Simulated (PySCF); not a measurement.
## How methods differ on the ionisation energy of Si

Si [Ne] 3s2 3p2 (3P) → Si⁺ [Ne] 3s2 3p1 (2P), as a difference of total energies. Calculation: PySCF 2.14, in def2-QZVPPD (10s6p5d2f1g, 76 functions); the non-relativistic Hamiltonian (point nucleus). Correlated levels: valence: [Ne] frozen. The calculations carry no spin-orbit coupling.

```
           method  ionisation energy (eV)  error (eV)
              UHF                   7.637      -0.520
    MP2 (valence)                   8.073      -0.084
SCS-MP2 (valence)                   7.985      -0.172
   CCSD (valence)                   8.090      -0.067
CCSD(T) (valence)                   8.135      -0.022
```

Reference: 8.157 eV (measured; NIST levels, between the centres of gravity of the two terms).

Errors of the correlated levels include the incompleteness of this basis and the frozen core.
